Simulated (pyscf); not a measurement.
Single points on ωB97X-D3(BJ)/def2-SVP structures (PySCF, gas phase). MP2 and CC: frozen core, UHF for open shells. ΔMP2 is the change of the MP2 total energy from the triple- to the quadruple-zeta basis.

Estimate by transition-state theory (the high-pressure limit) the rate constant of `[CH2][NH][CH3]` [doublet] -> `[CH2]=[NH]` + `[CH3]` [doublet] (doublet surface; C–N broken, none formed) at 600 K, with CCSD(T)/def2-TZVPP + ΔMP2(QZVPP) energies (ideal gas, 1 atm, RRHO with modes under 100 cm⁻¹ raised to 100, one conformer, R ln 2 for rigid chiral ones; no tunnelling).

The electronic barrier is 33.9 kcal/mol and the thermal terms add -4.0, so ΔG‡ = 29.8 kcal/mol. With k_BT/h = 1.25e+13 s⁻¹ and RT = 1.192 kcal/mol, k = 1.7e+02 s⁻¹, a half-life of 4.0e-03 s through this channel alone. Wigner's tunnelling factor for 512i cm⁻¹ would be 1.06. A shift of 1 kcal/mol in the barrier changes k by a factor 2.3. From the product side, H₃C–CH₂–NH• lies, by one bond made or cut, 34.1 kcal/mol under this saddle at ωB97M-D3(BJ). •H₂C–NH–CH₃ lies 8.4 kcal/mol over its isomer H₃C–CH•–NH₂, and others may lie lower still (electronic energy, ωB97M-D3(BJ)). One saddle was located; it need not be the lowest between these sides. The CCSD(T) − MP2 part came from Ansatz, without density fitting, on the same reference. A UHF reference is spin-contaminated (<S²> up to 1.00), which harms MP2 most.
